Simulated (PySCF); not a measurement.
## Do core-level shifts follow atomic charges?

1-methylimidazole, C4H6N2.
Z-matrix (Å and degrees, GFN2-xTB geometry), rows numbered from 1:
```
C 
N   1  1.4343
C   2  1.3668  1  126.30
C   3  1.3647  2  106.06  1  -178.90
N   4  1.3575  3  109.97  2     0.07
C   5  1.3037  4  105.58  3     0.02
H   1  1.0932  2  110.64  3    68.19
H   1  1.0918  2  110.40  3   -51.99
H   1  1.0890  2  109.28  3  -171.92
H   3  1.0706  2  122.00  1     1.23
H   4  1.0712  3  129.02  2  -179.92
H   6  1.0722  2  122.88  1    -1.21
```

Binding energies: PySCF, delta-SCF UKS SCAN, pcX-2 on the ionised atom, pcseg-1 elsewhere, spin-free X2C. Charges: PBE0/pcSseg-1 ground-state density, for the ionised atom.

```tsv
atom	environment	C 1s (eV)	Mulliken (e)	IAO (e)	Hirshfeld (e)	ESP (e)
C4	aromatic CH next to a ring nitrogen	290.47	+0.003	-0.099	-0.047	+0.204
C3	aromatic CH next to a ring nitrogen	290.81	+0.076	-0.158	-0.047	-0.557
C6	aromatic CH next to a ring nitrogen	291.47	+0.302	+0.020	+0.029	+0.086
C1	N-methyl carbon	292.52	-0.043	-0.311	-0.047	-0.564
```

How well does each charge scheme correlate with the binding energies over these sites?

Hirshfeld: r = 0.11, slope 2.5 eV per e; Mulliken: r = -0.11, slope -0.7 eV per e; ESP: r = -0.50, slope -1.1 eV per e; IAO: r = -0.56, slope -3.7 eV per e. On 4 points no scheme stands out.

The point-charge model writes a binding energy as kq + V + constant, with V the potential of the other atoms' charges at the site. What does it give with the Mulliken charges?

V = Σ 14.40 eV Å × q/r over all other atoms: -1.99 eV at C4, -3.01 eV at C3, -6.53 eV at C6, +0.92 eV at C1. Fitting binding energy − V to q gives k = 18.6 eV per e and leaves an rms residual of 0.00 eV, against 0.78 eV for the fit on q alone. The model has no term for differences in relaxation between sites.

Geometry: GFN2-xTB; no solvent, vibrations or thermal averaging.
